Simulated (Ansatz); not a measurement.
Worked example: correlation energy of HAl–CH, doublet

Geometry: that of the HAl–CH, quartet, kept fixed.

```yaml
atoms:
  - { symbol: Al, position_ang: [0.0000, -0.0744, 0.6134] }
  - { symbol: C, position_ang: [0.0000, 0.0101, -1.3080] }
  - { symbol: H, position_ang: [0.0000, 1.3217, 1.4205] }
  - { symbol: H, position_ang: [0.0000, 0.5490, -2.2537] }
```

Basis 6-31G; Ansatz 0.2.0. Only valence electrons are correlated (noble-gas cores frozen), which leaves 9 electrons in 20 orbitals. Prefix R: restricted or restricted open-shell reference.

Full CI is exact within this basis and frozen core; it isn't the basis-set limit.

The cluster runs stand on a determinant 0.37 eV above the lowest RHF solution, chosen by trial CCSD; the correlation energy below is counted from it.

Runs differ by some tens of microhartree through their thresholds and, for an open shell, their frozen cores, so steps under 0.03 kcal/mol mean nothing.

| level | total energy (hartree) |
| --- | --- |
| RHF determinant under the cluster runs | -280.695663 |
| RMP2 | -280.827393 |
| RCCSD* | -280.876449 |
| RCCSD(T)* | -280.880974 |
| RCCSDT* | -280.882011 |
| RCCSDT(Q)* | -280.882996 |
| RCCSDTQ* | -280.882768 |
| full CI | -280.882851 |

What is the correlation energy at full CI, and what share of it do RMP2 and RCCSDT recover?

E(corr) = -280.882851 − (-280.695663) = -0.187188 hartree = -5.094 eV. RMP2: -0.131730 / -0.187188 = 70.37 %. RCCSDT: -0.186348 / -0.187188 = 99.55 %.

By how many kcal/mol does RCCSD(T) miss full CI (1 hartree = 627.509 kcal/mol), and which steps make up the rest?

-280.880974 − (-280.882851) = 0.001877 hartree = 1.18 kcal/mol. Steps: RCCSDT − RCCSD(T) = -0.65, RCCSDT(Q) − RCCSDT = -0.62, RCCSDTQ − RCCSDT(Q) = 0.14, full CI − RCCSDTQ = -0.05 kcal/mol. With more than one leading determinant such errors change with state and geometry, and needn't cancel in differences.

An asterisk marks runs whose energy the program itself flagged as in doubt.
